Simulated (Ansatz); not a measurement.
Relaxation of HMgS (3 atoms, charge -1, multiplicity 1), to a largest force component of 0.02 eV/Å in at most 50 steps.

Level of theory: RKS B3LYP-D4/def2-SVP in Ansatz 0.2.0.

```xyz
3
Properties=species:S:1:pos:R:3
Mg -0.115 0.014 -0.057
S 1.816 -0.277 0.963
H -1.701 0.264 -0.907
```

Question: Where does it end, and by what steps?

Answer: The forces met the threshold. Limits of this set-up: an anion without diffuse functions, the dipole of an ion depends on the origin. After 2 steps the energy has fallen by 0.015 eV; H3 moved furthest, 0.05 Å.

| step | energy less start (eV) | largest force component (eV/Å) | accepted |
| --- | --- | --- | --- |
| 0 | 0.0000 | 0.359 | yes |
| 1 | -0.0141 | 0.100 | yes |
| 2 | -0.0147 | 0.010 | yes |

```xyz
3
Properties=species:S:1:pos:R:3
Mg -0.130 0.019 -0.068
S 1.791 -0.275 0.952
H -1.661 0.256 -0.883
```

Run time: 2.6 s on 1 thread of Arm Neoverse V2, on a shared host, peak memory 0.098 GiB.
